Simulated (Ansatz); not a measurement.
# H3O (doublet): the correlation ladder at distance H1–H2 along a hydrogen transfer = 0.886 Å, 6-31G

How much of the correlation energy of H3O (doublet) does each wave-function method recover here?

Program: Ansatz 0.2.0, Gaussian basis. Level of theory: 6-31G, core rule «outside noble gas», up to 1 orbitals frozen. These are calculated values, not measurements.

Plan: UHF; CCSD(T) on ROHF; CCSD(T) on UHF; BCCD(T) on ROHF; CISD; CCSDT(Q) on ROHF; CCSDT(Q) on UHF; CISDTQ; CCSDTQ on ROHF; CCSDTQ on UHF; CASSCF and MRCISD+Q, 3 electrons in 3 orbitals; CASSCF and NEVPT2, 3 electrons in 3 orbitals; CASSCF and MRCISD+Q, 9 electrons in 7 orbitals; CASSCF and NEVPT4(SD), 9 electrons in 7 orbitals; CASSCF and NEVPT2, 9 electrons in 7 orbitals; Full CI.

6 further runs of the same task are left out: 6 that didn't finish.

### 1 The system

The geometry derives from fragments relaxed apart (PBE0/def2-TZVP) and kept rigid, so it is no stationary point. A hydrogen atom is moved between rigid fragments.

4 atoms, charge 0, spin multiplicity 2.

Atoms are counted from 1 here; the program's logs count them from 0.

Bond lengths: O3–H4 0.973 Å.

### 2 UHF

File in.yaml:

```yaml
crystal:
  periodic: [false, false, false]
  atoms:
    - {symbol: H, position_ang: [-2.053083, 0.049803, 0.000000]}
    - {symbol: H, position_ang: [-1.167083, 0.049803, 0.000000]}
    - {symbol: O, position_ang: [0.175917, 0.049803, 0.000000]}
    - {symbol: H, position_ang: [0.427776, -0.890147, 0.000000]}
basis:
  gaussian: {orbitals: 6-31G}
magnetization: {spin_polarized: true, initial_magnetization: 1}
hamiltonian: {xc: hf}
output: {orbitals: {seedname: orbitals}}
```

On the command line:

```
ansatz run in.yaml --threads 1 --pin off --events-out ev --progress --plain --max-ram 2393MiB
```

After this run come: CCSD(T) on ROHF; CCSD(T) on UHF; BCCD(T) on ROHF; CISD; CCSDT(Q) on ROHF; CCSDT(Q) on UHF; CISDTQ; CCSDTQ on ROHF; CCSDTQ on UHF; CASSCF and MRCISD+Q, 3 electrons in 3 orbitals; CASSCF and NEVPT2, 3 electrons in 3 orbitals; CASSCF and MRCISD+Q, 9 electrons in 7 orbitals; CASSCF and NEVPT4(SD), 9 electrons in 7 orbitals; CASSCF and NEVPT2, 9 electrons in 7 orbitals; Full CI.

**Question.** What will the summary of the whole plan be? Wanted: FCI below the RHF energy; RMP2 from FCI; UMP2 from FCI; RCCSD from FCI; RCCSD(T) from FCI; UCCSD(T) from FCI; RCCSDT(Q) from FCI; UCCSDT(Q) from FCI; NEVPT2 pair from FCI.

The runs gave:

```
                         quantity                                                                                                          value
         FCI below the RHF energy                                                                                                     -3.9716 eV
                    RMP2 from FCI                                                                                                     +646.5 meV
                    UMP2 from FCI                                                                                                     +565.6 meV
                   RCCSD from FCI                                                                                                      +55.9 meV
                RCCSD(T) from FCI                                                                                                      +16.2 meV
                UCCSD(T) from FCI                                                                                                      +15.6 meV
               RCCSDT(Q) from FCI                                                                                                       +0.3 meV
               UCCSDT(Q) from FCI                                                                                                       +0.2 meV
             NEVPT2 pair from FCI                                                                                                     +321.5 meV
           MRCISD+Q pair from FCI                                                                                                      +64.6 meV
          NEVPT2 valence from FCI                                                                                                     +384.6 meV
levels within 1 kcal/mol (43 meV)  RCCSD(T), UCCSD(T), BCCD(T), RCCSDT, UCCSDT, CISDTQ, RCCSDT(Q), UCCSDT(Q), RCCSDTQ, UCCSDTQ, MRCISD+Q valence
                    T1 diagnostic                                                                                                          0.045
   effectively unpaired electrons                                                                                                           1.03
```

In words: RCCSD(T) lands +16.2 meV from the yardstick (0.4 % of the correlation energy). The occupations are near whole numbers, but T1 = 0.045 shows that the orbitals relax strongly. Of the multireference levels listed MRCISD+Q valence comes nearest in total energy (+35.3 meV), which doesn't show that its space is the better one. These misses are within one basis, not against nature; the frozen cores of restricted and unrestricted runs differ, which can shift their rows.
